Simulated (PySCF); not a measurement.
BH2Cl.
Structure used (PBE0-D3(BJ)/def2-TZVP), in Å, numbered top down from 1:
```xyz
4
BClH2 angstrom
B      0.621    0.303    0.138
Cl     2.308    0.332   -0.260
H     -0.033    1.258   -0.137
H      0.188   -0.669    0.670
```

Linear response at PBE0/aug-cc-pVTZ (PySCF, frozen core in the response, non-relativistic). Geometry: PBE0-D3(BJ)/def2-TZVP; no solvent, vibrations or thermal averaging.

Static isotropic polarisability: 29.82 au (4.42 Å³), principal values 24.2, 27.7, 37.6 au.

(1) What is the polarisability at 1064 nm and at the sodium D line?

(2) What is the isotropic C6 coefficient between two such molecules, C6 = (3/π)∫α(iω)² dω?

(3) Which effective excitation energy ω̄ makes London's formula C6 = (3/4)α²ω̄ exact here?

(4) What n − 1 at the D line would an ideal gas of it have at 273.15 K and 1 atm (2.6868 × 10¹⁹ cm⁻³), by n − 1 = 2π·N·α′?

(5) How anisotropic is the static polarisability, by Δα² = ½[(α1 − α2)² + (α2 − α3)² + (α3 − α1)²]?

(6) How many electrons N does the Slater–Kirkwood formula C6 = (3/4)·√N·α^(3/2) need to give this C6?

(7) What three-body coefficient follows from the one-pole estimate C9 = (3/4)·α·C6?

Results:

(1) 30.07 au at 1064 nm (+0.8 %), 30.65 au at 589.3 nm (+2.8 %). The rise at 589.3 nm is 3.36 times that at 1064 nm; a pure ω² law gives 3.26. The lowest singlet lies at 249 nm, shorter than both wavelengths.

(2) 353.2 au (Eh·bohr⁶) by a ten-point quadrature over imaginary frequencies, which is 211 eV·Å⁶ or 20.4 J·nm⁶/mol.

(3) ω̄ = 4·C6/(3α²) = 0.529 Eh = 14.4 eV. A one-pole form α(ω) = α/(1 − ω²/ω̄²) fitted to the 1064 nm value gives 12.8 eV.

(4) 7.67 × 10⁻⁴, a formal value whether or not that pressure can be reached.

(5) Δα = 12.1 au, or 0.41 of the isotropic value.

(6) N = (4·C6/3)²/α³ = 8.4; the species has 24 electrons in all.

(7) 7900 au. This is an estimate from the two numbers above, not a computed integral.

Time: 4.0 s wall; peak memory 0.43 GiB. Hardware: one thread of an Arm Neoverse V1, on a shared host. This is the whole response run at PBE0/aug-cc-pVTZ, SCF included.
